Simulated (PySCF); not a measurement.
FH3P (charge +1).
Z-matrix (Å and degrees, PBE0-D3(BJ)/def2-SVP geometry), rows numbered from 1:
```
F 
P   1  1.5482
H   2  1.4083  1  108.28
H   2  1.4081  1  108.25  3   120.08
H   2  1.4083  1  108.36  3  -119.82
```

Level of theory: delta-SCF UKS SCAN, pcX-2 on the ionised atom, pcseg-1 elsewhere, spin-free X2C in PySCF 2.14.0. The ground state was rerun for each ionised atom, in the same mixed basis as its hole state.

```csv
ionised atom,basis functions,E(ground) (Eh),E(ionised) (Eh)
F1,78,-443.55658,-417.79215
P2,89,-443.60141,-364.15079
```

**Question.** Turn these total energies into binding energies.

**Answer.** E(ionised) − E(ground), at 27.2114 eV a hartree:

```csv
atom,environment,difference (Eh),binding energy (eV)
F1,phosphorus-bound fluorine,25.76443,701.09
P2,phosphorus bonded to F and 3 H,79.45062,2161.96
```

**Question.** How much do the ground-state energies differ, and what would follow from using one of them for all holes?

**Answer.** They run from -443.6014 Eh (core basis on P2) to -443.5566 Eh (on F1), 0.0448 Eh or 1.22 eV apart, for one and the same state in different bases and grids. Pairing the ion of F1 with the ground state of P2 would put its binding energy 1.22 eV too high.

Only 1s holes are shown. The species carries charge +1, so core ionisation leaves charge +2. Geometry: PBE0-D3(BJ)/def2-SVP; no solvent, vibrations or thermal averaging.
